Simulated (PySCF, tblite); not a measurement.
# C5H12N+: geometry, infrared bands, NMR shifts, spin-spin couplings, electronic excitations and core binding energies

What infrared bands, NMR shifts, spin-spin couplings, electronic excitations and core binding energies should C5H12N+ (`C=CC[NH+](C)C`) show?

The runs use tblite 0.8.0 and PySCF 2.14.0, with density-fitted response routines of our own; the level of theory stands in each step. All values are computed, except where a source is named. Atoms count from 0, in the outputs and in this text.

## 1. Starting geometry

18 atoms, charge 1, multiplicity 1; geometry from: GFN2-xTB.

Bonds of the start (Å): C0–C1 1.32, C1–C2 1.50, C2–N3 1.49, N3–C4 1.47, N3–C5 1.47, C0–H6 1.07, C0–H7 1.08, C1–H8 1.08, C2–H9 1.09, C2–H10 1.09, N3–H11 1.03, C4–H12 1.09, C4–H13 1.09, C4–H14 1.09, C5–H15 1.09, C5–H16 1.09, C5–H17 1.09.

## 2. Vibrational analysis with GFN2-xTB

Job settings and geometry (Å):

```
{"job": {"kind": "ir", "xc": "GFN2-xTB", "basis": "xTB"}, "charge": 1, "multiplicity": 1}
C      2.323441     0.111592    -0.606647
C      1.799421    -0.074120     0.589935
C      0.367163    -0.390509     0.919638
N     -0.569989    -0.179255    -0.213004
C     -1.837147    -0.904294    -0.021597
C     -0.810921     1.256768    -0.441738
H      3.374169     0.310476    -0.715052
H      1.773336     0.080557    -1.534998
H      2.430623    -0.035368     1.465766
H      0.037389     0.224827     1.760764
H      0.310438    -1.438080     1.233097
H     -0.101136    -0.556754    -1.046434
H     -1.656656    -1.974848     0.057772
H     -2.504882    -0.725580    -0.862776
H     -2.323664    -0.560860     0.890394
H     -1.370732     1.671281     0.395266
H     -1.385823     1.404321    -1.354127
H      0.136211     1.786163    -0.527916
```

**Question.** This job is followed by: PBE0-D3(BJ)/def2-SVP geometry optimisation, gas phase; GIAO PBE0/pcSseg-1 NMR shielding, non-relativistic, gas phase; B3LYP/pcJ-1 indirect spin-spin coupling, non-relativistic, gas phase; TDDFT CAM-B3LYP/def2-SVPD, vertical, gas phase, core orbitals frozen in the response; GIAO PBE/pcSseg-1 NMR shielding, non-relativistic, gas phase; delta-SCF UKS SCAN, pcX-2 on the ionised atom, pcseg-1 elsewhere, spin-free X2C. Predict these results of the whole session: strongest single infrared mode (GFN2-xTB); zero-point energy (GFN2-xTB); point group; rotational constants (main isotopes); 13C shifts against TMS (PBE0/pcSseg-1, means over atoms taken as alike); 1H shifts against TMS (PBE0/pcSseg-1, means over atoms taken as alike); 15N shifts against NH3 (PBE0/pcSseg-1); largest coupling of the table (B3LYP/pcJ-1); lowest singlet (CAM-B3LYP/def2-SVPD); brightest single state of those computed; lowest triplet; vertical ionisation energy (ΔSCF); vertical electron affinity (ΔSCF); C1s binding energies, SCAN/pcX-2; N1s binding energies, SCAN/pcX-2; range of the shift of N3.

As calculated:

| quantity | value |
| --- | --- |
| strongest single infrared mode (GFN2-xTB) | 1262 cm⁻¹, 40 km/mol |
| zero-point energy (GFN2-xTB) | 102.7 kcal/mol |
| point group | C1 |
| rotational constants (main isotopes) | 6.05, 2.27, 1.97 GHz |
| 13C shifts against TMS (PBE0/pcSseg-1, means over atoms taken as alike) | 132.9, 125.2, 62.0, 45.6 ppm |
| 1H shifts against TMS (PBE0/pcSseg-1, means over atoms taken as alike) | 6.43, 6.30, 5.41, 4.49, 3.72, 3.11 ppm |
| 15N shifts against NH3 (PBE0/pcSseg-1) | 62.9 ppm |
| largest coupling of the table (B3LYP/pcJ-1) | 1J(C,H) C0–H6, 187.2 Hz |
| lowest singlet (CAM-B3LYP/def2-SVPD) | 7.11 eV (174 nm), f = 0.038 |
| brightest single state of those computed | state 2, 7.56 eV, f = 0.267 |
| lowest triplet | 4.38 eV |
| vertical ionisation energy (ΔSCF) | 14.44 eV |
| vertical electron affinity (ΔSCF) | 2.69 eV |
| C1s binding energies, SCAN/pcX-2 | C4 297.30, C2 297.20, C1 295.31, C0 294.81 eV |
| N1s binding energies, SCAN/pcX-2 | N3 413.52 eV |
| range of the shift of N3 | 62.9 to 72.9 ppm |

In words: All 48 modes are real, so the xTB geometry is a minimum. The strongest single mode, at 1262 cm⁻¹, is spread over many atoms; the largest shares are those of H11, N3. Unscaled tight-binding wavenumbers are off by several per cent, some by more. Its intensities can rank the bands wrongly. Over 4 steps the energy fell by 0.056 eV; of the close pairs, C0–H6 changed most, 1.075 to 1.092 Å. At PBE0/pcSseg-1: The largest span, 236 ppm, is at C0, where the paramagnetic term is -199 ppm. Of the pairs tabulated at B3LYP/pcJ-1, C0–H6 couples most strongly (187.2 Hz; Fermi contact 186.6 Hz). Couplings across rotatable bonds belong to this one conformer; where others are populated, the observed values are averages, and the simulated multiplets take (2 J gauche + J anti)/3 across rotating chain bonds. The first singlet state (HOMO→LUMO 0.91) lies at 7.11 eV and is weak; of the 10 states computed, the strongest absorption comes from state 2 at 7.56 eV. The lowest triplet lies 2.72 eV below the lowest singlet (triplets in Tamm-Dancoff, singlets in full TDDFT). The orbital energy would give 13.47 eV for ionisation, ΔSCF gives 14.44 eV. C4 (methyl carbon bonded to N) binds its C1s electron 2.49 eV more tightly than C0 (terminal =CH2 carbon). In ppm, N3 moves most: its shift spreads over 10.0 ppm, from 62.9 (PBE0/pcSseg-1) to 72.9 (PBE/pcSseg-1).
